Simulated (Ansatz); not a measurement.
Results of r²SCAN+SOC (plane waves, PAW; Ansatz, a first-principles code) for Cu2PbSiS4 (P3₂21, No. 154; cell taken from a computed entry).

Settings: plane-wave cutoff 560 eV, 6×6×4 k mesh (along the axes of the cell as run), Fermi–Dirac smearing 0.01 eV, PAW data made under PBE.

Cell (relaxed with PBEsol):

```cif
data_Cu6Pb3S12Si3
_chemical_formula_sum 'Si3 Cu6 Pb3 S12'
_space_group_name_H-M_alt 'P 1'
_space_group_IT_number 1
_cell_length_a 5.99147
_cell_length_b 5.99147
_cell_length_c 14.99281
_cell_angle_alpha 90.000
_cell_angle_beta 90.000
_cell_angle_gamma 120.000
loop_
_space_group_symop_operation_xyz
  'x, y, z'
loop_
_atom_site_label
_atom_site_type_symbol
_atom_site_fract_x
_atom_site_fract_y
_atom_site_fract_z
_atom_site_occupancy
Si1 Si 0.71751 0.00000 0.16667 1
Si2 Si 0.00000 0.71751 0.83333 1
Si3 Si 0.28249 0.28249 0.50000 1
Cu1 Cu 0.43125 0.34660 0.24489 1
Cu2 Cu 0.65340 0.08465 0.91155 1
Cu3 Cu 0.91535 0.56875 0.57822 1
Cu4 Cu 0.34660 0.43125 0.75511 1
Cu5 Cu 0.08465 0.65340 0.08845 1
Cu6 Cu 0.56875 0.91535 0.42178 1
Pb1 Pb 0.53329 0.00000 0.66667 1
Pb2 Pb 0.00000 0.53329 0.33333 1
Pb3 Pb 0.46671 0.46671 0.00000 1
S1 S 0.48517 0.97505 0.05469 1
S2 S 0.02495 0.51012 0.72136 1
S3 S 0.48988 0.51483 0.38803 1
S4 S 0.97505 0.48517 0.94531 1
S5 S 0.51012 0.02495 0.27864 1
S6 S 0.51483 0.48988 0.61197 1
S7 S 0.32866 0.09810 0.83493 1
S8 S 0.90190 0.23056 0.50160 1
S9 S 0.76944 0.67134 0.16826 1
S10 S 0.09810 0.32866 0.16507 1
S11 S 0.23056 0.90190 0.49840 1
S12 S 0.67134 0.76944 0.83174 1
```

### Question
Give the computed band gap, smallest direct gap on the k points sampled and Γ–Γ gap.

### Answer

band gap: 0.79 eV (indirect)
smallest direct gap on the k points sampled: 0.96 eV
Γ–Γ gap: 1.54 eV

Note: cell and atoms aren't relaxed at this level (largest force component 0.28 eV/Å, pressure 1.9 GPa).
